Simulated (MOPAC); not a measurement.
MOPAC input (PM7):

```
PM7 PRECISE GNORM=0.05 LET XYZ GEO-OK AUX(PRECISION=9) THREADS=1
Cl2

Cl   -0.00000000 1   -0.00000000 1   -1.00677069 1
Cl    0.00000000 1    0.00000000 1    1.00677069 1
```

From the last part of the output:

```
                                                       MOPAC v23.2.5 Linux

          FINAL HEAT OF FORMATION =          4.93377 KCAL/MOL =      20.64291 KJ/MOL

          COSMO AREA              =         77.58 SQUARE ANGSTROMS
          COSMO VOLUME            =         60.51 CUBIC ANGSTROMS

          GRADIENT NORM           =          0.00047          =       0.00033 PER ATOM
          IONIZATION POTENTIAL    =         11.379385 EV
          HOMO LUMO ENERGIES (EV) =        -11.379 -2.173
          NO. OF FILLED LEVELS    =          7
          MOLECULAR WEIGHT        =         70.9060         POINT GROUP:  D*h

          MOLECULAR DIMENSIONS (Angstroms)

            Atom       Atom       Distance
           Cl     2   Cl     1     1.98132
           Cl     2   Cl     1     0.00000
           Cl     1   Cl     2     0.00000

          SCF CALCULATIONS        =          7

   ATOM   CHEMICAL          X               Y               Z
  NUMBER   SYMBOL      (ANGSTROMS)     (ANGSTROMS)     (ANGSTROMS)

     1      Cl          0.00000000  *   0.00000000  *  -0.99065831  *
     2      Cl          0.00000000  *   0.00000000  *   0.99065832  *

                             CARTESIAN COORDINATES

   1   Cl        0.000000000     0.000000000    -0.990658310
   2   Cl        0.000000000     0.000000000     0.990658316

           Empirical Formula: Cl2  =     2 atoms

      MOLECULAR POINT GROUP   :   D*h

                  EIGENVALUES
 -27.14334 -24.44467 -14.57778 -13.21406 -13.21406 -11.37938 -11.37938  -2.17291
  67.27379  67.42580  67.42580  67.59639  67.59639  67.61410  67.99249  67.99249
  69.25195  69.25195

              NET ATOMIC CHARGES AND DIPOLE CONTRIBUTIONS

  ATOM NO.   TYPE          CHARGE      No. of ELECS.   s-Pop       p-Pop       d-Pop
    1         Cl          -0.000000        7.0000     1.99220     5.00461     0.00319
    2         Cl           0.000000        7.0000     1.99220     5.00461     0.00319
 DIPOLE           X         Y         Z       TOTAL
 POINT-CHG.     0.000     0.000     0.000     0.000
 HYBRID        -0.000    -0.000    -0.000     0.000
 SUM           -0.000    -0.000     0.000     0.000

          ATOMIC ORBITAL ELECTRON POPULATIONS

     Atom    s        px        py        pz      x^2-y^2     xz        z^2       yz        xy
    1 Cl   1.99220   1.99860   1.99860   1.00741   0.00000   0.00140   0.00039   0.00140   0.00000
    2 Cl   1.99220   1.99860   1.99860   1.00741   0.00000   0.00140   0.00039   0.00140   0.00000

 **********************
 *                    *
 * JOB ENDED NORMALLY *
 *                    *
 **********************

 == MOPAC DONE ==
```

The geometry given is a B3LYP-D3(BJ)/def2-TZVP minimum.
